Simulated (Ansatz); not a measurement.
**Cl₂ ··· H₂O₂**

The pair of Cl₂ (SMILES ClCl, atoms 1–2) and H₂O₂ (SMILES OO, atoms 3–6), both closed shells, in one local arrangement (a lower one may exist), relaxed at PBE0-D4/def2-TZVP:

```
6
angstrom
Cl -1.0842 0.6035 -1.9082
Cl 0.5955 -0.4210 -2.1450
O 0.6541 0.4508 1.2585
O -0.3184 -0.5861 1.3340
H 1.2284 0.1201 0.5558
H -1.0753 -0.1673 0.9047
```

Program: Ansatz 0.2.0. Basis: def2-TZVPPD, with def2-QZVPPD for the basis limit. Cores are frozen in the correlated methods. B3LYP uses VWN-RPA correlation. Extrapolation: Hartree–Fock as exp(−7.88 √X), correlation as X^−2.97. Interaction energies count from these two fragments, frozen as in the pair, with the counterpoise correction; negative means bound.

**Question.** What is the interaction energy by CCSD(T) at an estimated basis limit (MP2 extrapolated from triple and quadruple zeta, plus CCSD(T) − MP2 in triple zeta)? (Judge from chemistry; the value comes from the calculation.)

**Answer.** By the calculation: -1.74 kcal/mol. Hartree–Fock alone gives 0.55 kcal/mol at the basis limit, so without correlation the pair would not bind at this distance. It counts from the two fragments frozen as in the pair.

The same quantity by other methods in triple zeta, and each one's difference from that estimate:
```tsv
method	E_int (kcal/mol)	difference
PBE-D4	-1.91	-0.17
revPBE-D4	-1.49	0.25
BLYP-D4	-1.61	0.12
r2SCAN-D4	-1.95	-0.21
B97M-V	-1.89	-0.15
PBE0-D4	-1.68	0.06
B3LYP-D4	-1.69	0.05
HSE06-D4	-1.67	0.07
wB97X-V	-1.77	-0.03
wB97M-V	-1.75	-0.02
B2PLYP	-0.66	1.08
HF	0.58	2.32
MP2	-1.40	0.34
CCSD	-1.00	0.74
CCSD(T)	-1.33	0.41
```
Differences are method less estimate.

**Question.** Which atoms make the shortest contact between the fragments?

**Answer.** Cl2 and H5, 2.83 Å apart.

Basis-set superposition shift (counterpoise-corrected less uncorrected): CCSD(T) 0.68; MP2 0.63; HF 0.14; PBE0-D4 0.13; wB97M-V 0.11 kcal/mol.

No T1 diagnostic of these runs exceeds 0.013.

For scale, one of the runs: CCSD(T)/def2-TZVPPD, 216 basis functions, launched by `ansatz run in.yaml --threads 4 --pin off --events-out ev --progress --plain --max-ram 9574MiB`. The run took 35 s on 4 CPU threads of an Intel Xeon Platinum 8488C (shared host), with 3.1 GiB of host memory at its peak.
